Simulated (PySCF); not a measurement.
All of these have the formula C5H7Cl. Computed with TDDFT PBE0/def2-SVPD, vertical, gas phase, core orbitals frozen in the response in PySCF. Geometries: GFN2-xTB; one conformer of each isolated species. Triplets are in the Tamm–Dancoff approximation.

A. `C[C@@]12C[C@@H]1[C@@H]2Cl`
B. `Cl[C@@H]1CC12CC2`
C. `C=C1CC[C@H]1Cl`

Lowest singlet levels (six at most, fewer where fewer were computed) with oscillator strengths:

1. 175 nm (f 0.012); 172 nm (f 0.006); 169 nm (f 0.069); 163 nm (f 0.024); 161 nm (f 0.001); 160 nm (f 0.021); T1 6.56 eV
2. 203 nm (f 0.065); 200 nm (f 0.047); 188 nm (f 0.102); 175 nm (f 0.026); 165 nm (f 0.005); 163 nm (f 0.032); T1 4.02 eV
3. 182 nm (f 0.006); 171 nm (f 0.007); 166 nm (f 0.012); 158 nm (f 0.028); 157 nm (f 0.009); 153 nm (f 0.004); T1 6.16 eV

Problem. Match each spectrum to its molecule.

Solution. 1 = A, 2 = C, 3 = B.
- A: S1 at 7.08 eV, HOMO→LUMO (98%); Löwdin shares by element: HOMO carbon 62% or more, chlorine 14% (atoms not listed hold the other 25%); LUMO carbon 25% or more, hydrogen 19% or more, chlorine 9% (atoms not listed hold the other 46%); HOMO -7.53 and LUMO 0.67 eV.
- B: S1 at 6.80 eV, HOMO→LUMO (94%); Löwdin shares by element: HOMO chlorine 44%, carbon 38% or more (atoms not listed hold the other 18%); LUMO chlorine 53%, carbon 30% or more (atoms not listed hold the other 17%); HOMO -7.69 and LUMO 0.66 eV.
- C: S1 at 6.12 eV, HOMO-1→LUMO (40%), HOMO→LUMO (38%), HOMO-2→LUMO (19%); Löwdin shares by element: HOMO carbon 72% or more, chlorine 10% (atoms not listed hold the other 18%); LUMO carbon 56% or more, chlorine 16% (atoms not listed hold the other 28%); HOMO -7.53 and LUMO -0.62 eV.
